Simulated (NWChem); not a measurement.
Species: fluoromethane (CH3F); SMILES FC

All runs: NWChem. Pople sets run with spherical d functions. Level Hartree-Fock/6-31G*: optimisations from one semi-empirical or force-field start; each run changes one setting, and all end within 0.3 mHa of each other.

| setting | optimisation steps |
|---|---|
| redundant internal coordinates, default thresholds | 3 |
| tight thresholds | 5 |
| symmetry off | 3 |
| trust radius 0.05 | 3 |
| Cartesian coordinates | 3 |
